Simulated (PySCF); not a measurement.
# C2H3O2 (SMILES CO[C]=O): UB3LYP-D3(BJ)/def2-TZVPD

We compute a geometry optimisation of C2H3O2. The job is set up through a Python script.

Program for the calculation: PySCF 2.14.0.

### 1 The structure to begin with

The species is C2H3O2 (7 atoms), meant as a doublet with charge 0. SMILES: `CO[C]=O`. Geometry: a rough force-field guess. The run starts from this shape.

Bond lengths: C1–O2 1.419 Å, O2–C3 1.330 Å, C3–O4 1.175 Å, C1–H5 1.096 Å, C1–H6 1.094 Å, C1–H7 1.096 Å. Angles: C1–O2–C3 109.4°, O2–C3–O4 179.3°, O2–C1–H5 111.0°, O2–C1–H6 108.2°, O2–C1–H7 111.0°, H5–C1–H6 108.1°, H5–C1–H7 110.2°, H6–C1–H7 108.1°.

### 2 A geometry optimisation at UB3LYP-D3(BJ)/def2-TZVPD

job.py reads:

```python
from pyscf import gto, dft
from pyscf.geomopt.geometric_solver import kernel as optimise

mol = gto.Mole()
mol.atom = '''
C   -0.757130  -0.279180   0.116310
O    0.583840  -0.734090   0.203860
C    1.408010   0.309010   0.165800
O    2.124360   1.239700   0.131050
H   -0.933800   0.245810  -0.829490
H   -1.416700  -1.151550   0.149380
H   -1.008580   0.370290   0.962680
'''
mol.charge = 0
mol.verbose = 4
mol.basis = 'def2-tzvpd'
mol.spin = 1
mol.max_memory = 7440
mol.build()

mf = dft.UKS(mol)
mf.xc = 'b3lyp'
mf.disp = 'd3bj'
mf.conv_tol = 1e-09
mf.grids.level = 4
converged, mol_eq = optimise(mf, maxsteps=100)
print('converged:', converged)
print(mol_eq.tostring())

mf.reset(mol_eq)
mol = mol_eq
mf.kernel()
if not mf.converged:
    mf = mf.newton().run(mf.mo_coeff, mf.mo_occ)
energy = mf.e_tot
print('Final energy', energy)
```

Command:

```sh
$ OMP_NUM_THREADS=4 python job.py
```

Output:

```text
PySCF version 2.14.0

[... 58 lines left out ...]
> Convergence Criteria:
[... 66 lines left out ...]
WARN: HOMO -0.0730101564353871 >= LUMO -0.0730101564353861
[... 183 lines left out ...]
converged SCF energy = -228.45896623865  <S^2> = 0.75342209  2S+1 = 2.0034192
[... 367 lines left out ...]
converged SCF energy = -228.505510074832  <S^2> = 0.75339794  2S+1 = 2.0033951
[... 318 lines left out ...]
converged SCF energy = -228.505882859433  <S^2> = 0.75340069  2S+1 = 2.0033978
[... 213 lines left out ...]
Converged! =D
[... 97 lines left out ...]
converged SCF energy = -228.505884355195  <S^2> = 0.75339711  2S+1 = 2.0033942
Final energy -228.5058843551947
```

Run time: 4.4 min. Hardware: 4 threads of Intel Xeon Platinum 8488C (Sapphire Rapids), shared host; peak memory 2.6 GiB.

Step by step:

| step | energy from the first frame kept (eV) | largest force (eV/Å) |
| --- | --- | --- |
| 0 | 0.0000 | 5.4203 |
| 1 | -0.9616 | 5.4097 |
| 2 | -2.0638 | 1.8823 |
| 3 | -2.1130 | 1.7163 |
| 4 | -2.2281 | 0.3968 |
| 5 | -2.2368 | 0.2326 |
| 6 | -2.2381 | 0.0859 |
| 7 | -2.2383 | 0.0361 |
| 8 | -2.2383 | 0.0067 |
| 9 | -2.2383 | 0.0031 |

After the run. Bond lengths: C1–O2 1.465 Å, O2–C3 1.311 Å, C3–O4 1.186 Å, C1–H5 1.088 Å, C1–H6 1.085 Å, C1–H7 1.088 Å. Angles: C1–O2–C3 116.2°, O2–C3–O4 131.2°, O2–C1–H5 109.4°, O2–C1–H6 105.3°, O2–C1–H7 109.4°, H5–C1–H6 111.2°, H5–C1–H7 110.3°, H6–C1–H7 111.2°.

### 3 What came out

At UB3LYP-D3(BJ)/def2-TZVPD:

| quantity | value |
| --- | --- |
| total energy at the end | -228.50588 Eh |
| dipole moment | 2.75 D |
| HOMO energy (highest over α and β) | -6.58 eV |
| LUMO energy (lowest over α and β) | -2.80 eV |
| dispersion energy | -15.76 kJ/mol |
| ⟨S²⟩ | 0.753 |

**Reading.** At the final geometry: Bond lengths: C1–O2 1.465 Å, O2–C3 1.311 Å, C3–O4 1.186 Å, C1–H5 1.088 Å, C1–H6 1.085 Å, C1–H7 1.088 Å. Angles: C1–O2–C3 116.2°, O2–C3–O4 131.2°, O2–C1–H5 109.4°, O2–C1–H6 105.3°, O2–C1–H7 109.4°, H5–C1–H6 111.2°, H5–C1–H7 110.3°, H6–C1–H7 111.2°. The optimisation took 9 steps and changed the energy by -2.238 eV. Mulliken charges run from -0.50 on C1 to +0.31 on C3; in a basis this large or diffuse they mean little.
